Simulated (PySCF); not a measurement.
Gas-phase reaction: 2 NH3 + 3 C3H4 (propyne) → N2 + 3 C3H6 (propylene)

Computed with PySCF (xtb for GFN2) and rigid-rotor harmonic-oscillator thermochemistry at 1 bar. The comparison is the NASA 1993 polynomial table, which mixes measured and estimated data. † marks an energy on the PBE0/def2-TZVP geometry and frequencies; other levels use their own. CCSD(T) freezes the core. 6-31G* has spherical d functions here. All species are closed-shell singlets. CCSD(T) isn't extrapolated to the basis-set limit.

Levels: a) CCSD(T)/def2-TZVPP†; b) GFN2-xTB; c) HF/6-31G*; d) PBE0/def2-SVP†; e) ωB97X-V/def2-TZVP†.

Task: Order the levels by the distance of their ΔH°(298 K) from the table for this reaction, closest first.

Result: a (-21 kJ), e (-45 kJ), d (-70 kJ), c (-102 kJ), b (+181 kJ)

The table gives -403 kJ. The order holds for this reaction alone, and for the 1993 entries, some of which have been revised since.
